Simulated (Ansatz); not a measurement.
H2S5, relaxed as a singlet with RKS PBE-D4/def2-SVP in Ansatz, starting from the GFN2-xTB geometry. Force threshold 0.02 eV/Å.

Start:

Cartesian coordinates in Å:
```
S 2.002 -0.406 -0.306
S 0.692 0.317 -1.708
S -0.706 1.450 -0.706
S -2.193 0.169 -0.094
S -1.669 -0.529 1.757
H 2.867 0.612 -0.301
H -0.992 -1.614 1.358
```

| step | energy (eV) | largest force component (eV/Å) | SCF passes |
| --- | --- | --- | --- |
| 1 | -54169.9761 | 0.964 | 27 |
| 2 | -54170.0581 | 0.183 | 29 |
| 3 | -54170.0630 | 0.065 | 25 |
| 4 | -54170.0645 | 0.035 | 27 |
| 5 | -54170.0647 | 0.008 | 27 |

Force components are those of the run's own axes.

End:

```xyz
7

S     2.041   -0.450   -0.336
S     0.698    0.318   -1.751
S    -0.713    1.478   -0.719
S    -2.238    0.177   -0.096
S    -1.699   -0.540    1.794
H     2.877    0.632   -0.260
H    -0.966   -1.615    1.368
```

By distances, no bond broke or formed. The bond that changes most is S1–S2, from 2.05 to 2.10 Å (atoms count from 1).

No frequencies were taken in this run, so the end may be a saddle point.

Hardware: 4 threads of Arm Neoverse V2 on a shared host. Wall time 5.5 s.
